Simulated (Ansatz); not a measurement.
**Iron, bcc under r²SCAN: convergence with the Fermi-Dirac smearing**

Aim: find which Fermi-Dirac smearing width is enough for energy and pressure and moments. The geometry was relaxed under r²SCAN beforehand and stays fixed; 7 values are run, from 0.01 to 1.0 eV. Wanted are the values from which on the energy stays within 10 and 1 meV/atom, and the pressure within 0.5 GPa, of the narrowest run. Within the series other settings stay, but some runs also write fields, which adds to their time. The moments start as that relaxation left them.

Program: Ansatz 0.2.0. Level of theory: DFT r²SCAN, plane waves with PAW, scalar-relativistic. These are calculated values, not measurements.

### 1 The starting structure

Symmetry: Im-3m, No. 229, cubic system. Conventional cell: a = 2.869 Å, b = 2.869 Å, c = 2.869 Å, α = 90.00°, β = 90.00°, γ = 90.00°. Around Fe (site symmetry m-3m) lie 8 Fe at 2.48 Å.

Coordinates:

```
Fe
1.0
    -1.43455    1.43455    1.43455
     1.43455   -1.43455    1.43455
     1.43455    1.43455   -1.43455
Fe
1
Direct
  0.00000 0.00000 0.00000
```

Starting moments (μB): +2.8.

### 2 Width 0.01 eV

The run at 0.01 eV.

Contents of input.yaml:

```yaml
crystal:
  lattice:
    - [-1.4345540696, 1.4345540696, 1.4345540696]
    - [1.4345540696, -1.4345540696, 1.4345540696]
    - [1.4345540696, 1.4345540696, -1.4345540696]
  atoms:
    - { symbol: Fe, position: [0.0, 0.0, 0.0], spin: 2.804 }
hamiltonian:
  xc: r2scan
  pseudopotentials:
    kind: paw
    azcp:
      Fe: "pseudopotentials/Fe.paw.azcp"
basis:
  ecutwfc: 500
  fft_grid_basis: typed
kpoints:
  mp_grid: { grid: [15, 15, 15], shift: [0, 0, 0] }
magnetization:
  spin_polarized: true
scf:
  occupations: { method: fermi_dirac, width: 0.01 }
  lower_state_search: "off"
output:
  stress: true
  write_density: true
  write_potential: true
  elf: true
  volumetric_format: npy
```

Started as:

```console
ansatz run input.yaml --threads 2 --pin off --max-ram 5120MiB --backend cpu --events-out ev --progress --plain --runs-dir out
```

### 3 Width 0.03 eV

The run at 0.03 eV.

input.yaml: that of step 2 with these lines changed.

```diff
@@ -21,3 +21,3 @@
 scf:
-  occupations: { method: fermi_dirac, width: 0.01 }
+  occupations: { method: fermi_dirac, width: 0.03 }
   lower_state_search: "off"
@@ -25,5 +25 @@
   stress: true
-  write_density: true
-  write_potential: true
-  elf: true
-  volumetric_format: npy
```

### 4 Width 0.1 eV

The run at 0.1 eV.

input.yaml: that of step 3 with these lines changed.

```diff
@@ -21,3 +21,3 @@
 scf:
-  occupations: { method: fermi_dirac, width: 0.03 }
+  occupations: { method: fermi_dirac, width: 0.1 }
   lower_state_search: "off"
```

### 5 Width 0.2 eV

The run at 0.2 eV.

input.yaml: that of step 4 with these lines changed.

```diff
@@ -21,3 +21,3 @@
 scf:
-  occupations: { method: fermi_dirac, width: 0.1 }
+  occupations: { method: fermi_dirac, width: 0.2 }
   lower_state_search: "off"
```

### 6 Width 0.3 eV

The run at 0.3 eV.

input.yaml: that of step 5 with these lines changed.

```diff
@@ -21,3 +21,3 @@
 scf:
-  occupations: { method: fermi_dirac, width: 0.2 }
+  occupations: { method: fermi_dirac, width: 0.3 }
   lower_state_search: "off"
```

### 7 Width 0.6 eV

The run at 0.6 eV.

input.yaml: that of step 6 with these lines changed.

```diff
@@ -21,3 +21,3 @@
 scf:
-  occupations: { method: fermi_dirac, width: 0.3 }
+  occupations: { method: fermi_dirac, width: 0.6 }
   lower_state_search: "off"
@@ -25 +25,5 @@
   stress: true
+  write_density: true
+  write_potential: true
+  elf: true
+  volumetric_format: npy
```

### 8 Width 1.0 eV

The run at 1.0 eV.

input.yaml: that of step 7 with these lines changed.

```diff
@@ -21,3 +21,3 @@
 scf:
-  occupations: { method: fermi_dirac, width: 0.6 }
+  occupations: { method: fermi_dirac, width: 1.0 }
   lower_state_search: "off"
```

(Steps that only read results are left out.)

Q: Predict the outcome of this session.

**Answer**, as computed:

| quantity | value |
| --- | --- |
| E(σ → 0) stays within 10 meV/atom of 0.01 eV | up to 0.3 eV |
| E(σ → 0) stays within 1 meV/atom | up to 0.1 eV |
| pressure stays within 0.5 GPa | up to 0.3 eV |
| pressure at 0.01 eV | 0.14 GPa |
| energy of a separate run on a finer mesh (25×25×25) | +1.2 meV/atom from 0.01 eV |

What this shows: The far end, 1.0 eV, lies +473.2 meV/atom and +2.1 GPa from the yardstick. The free energy F moves by -1799.7 meV/atom over the range, and the estimate for σ → 0 by +473.2. In theory F falls as the square of the width under this scheme, but here the ratio is not steady: the mesh at narrow widths, or a density of states that varies over the wide ones, can both cause that. The mesh (15×15×15) is fixed, so the narrowest widths carry a k-point error of their own. The largest moment goes from 2.83 μB at 0.01 eV to 0.93 μB at 1.0 eV. The yardstick itself is unsettled by 1.2 meV/atom against the finer mesh, so the thresholds above hold only within this series, and wider smearing, which averages over more states, can land nearer the fine-mesh value than the narrowest does.
